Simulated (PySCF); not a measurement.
# H3MgSi: the cost of one run

Computed with PySCF 2.14.0; each step states its level. No surroundings beyond the atoms listed, unless a continuum is named. Atoms count from 0, parts from 1.

## (1) Starting point

5 atoms, charge 1, multiplicity 1; geometry: GFN2-xTB. Parts: 1 = atom 0, `[Mg+2]`, charge 2; 2 = atoms 1–4, `[SiH3-]`, charge -1.

## (2) Geometry optimisation at PBE0-D3(BJ)/def2-SVPD

The job: settings as JSON, then the geometry in Å.

```
{"job": {"xc": "PBE0", "basis": "def2-SVPD", "d3": "d3bj", "grid": 2, "kind": "geom", "shake": 0.01}, "charge": 1, "multiplicity": 1, "parts": [{"atoms": "0-0", "charge": 2, "multiplicity": 1}, {"atoms": "1-4", "charge": -1, "multiplicity": 1}]}
Mg     0.125851    -0.098422    -0.134686
Si     0.432857     1.990423     1.152763
H      0.665266     3.078898     0.153268
H     -0.781812     2.213514     1.932794
H      1.618588     1.745008     2.021235
```

Command:

```sh
> OMP_NUM_THREADS=1 python cluster_run.py task.json out
```

One launch serves the whole session: the jobs run in the order shown.

**Question.** How long does this first job take on 1 thread of Arm Neoverse V2, shared host, and how much memory does it need?

About 5.4 s, with a peak of 0.33 GiB.
